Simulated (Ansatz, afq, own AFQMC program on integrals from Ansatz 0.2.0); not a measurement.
## AlGaCl, quartet: AFQMC among the cluster methods

```xyz
3

Cl    0.0000    0.0000   -2.2519
Al    0.0000    0.0000   -0.1611
Ga    0.0000    0.0000    2.4129
```

Connectivity, by distances: Cl–Al–Ga.

Basis cc-pVDZ. Noble-gas cores (and the filled d shells of Ga–Kr and In–Xe) are frozen. Ansatz 0.2.0 and our own AFQMC program on the same integrals; the CISD trial comes from CCSD amplitudes, and released means the phaseless constraint is let go. Uncertainties: one standard error, sampling alone. No spin–orbit coupling.

Determinant: UHF, the one that the program's search chose, which needn't be the lowest solution. The geometry is a point of a scan.

No full CI on the walks' own integrals is used here; CCSDT(Q) serves as the reference and is uncertain by about the last step of the cluster series.

Cautions: no relativity below Rb; no spin-orbit coupling; inner d shell frozen; lower spins were not checked; the released energies are still falling, so no released level is given (meV from the phaseless value at times in 1/Eh: 6 ± 16 at 0.24, 15 ± 14 at 0.51, -3 ± 18 at 0.99, -13 ± 19 at 1.62, -23 ± 18 at 2.40), though the last usable value meets CCSDT(Q) within the noise.

The T1 diagnostic is 0.0203 and the weight of the determinant in the CISD state is 0.847. The ⟨S²⟩ of the determinant is 3.788 and the size of the correlated space is 13 electrons in 39 orbitals.

```tsv
level	correlation energy (eV)
MP2	-5.7487
CCSD	-6.5391
CCSD(T)	-6.7650
```

Estimate where phaseless AFQMC with a CISD trial lies against CCSD(T) on the same integrals.

1.67 ± 0.61 mEh below CCSD(T).

Reference: CCSDT(Q), correlation energy -6.830 eV.

```
        level  E − E(reference) (mEh)  share of correlation (%)
      CCSD(T)                    2.37                     99.05
        CCSDT                    0.79                     99.68
  ph-AFQMC/HF             0.22 ± 1.82                     99.91
ph-AFQMC/CISD             0.71 ± 0.61                     99.72
```

A walk keeps the symmetry of its determinant, which the program's search chose and which needn't be the lowest solution, so a lower state of the same spin and another symmetry isn't excluded.
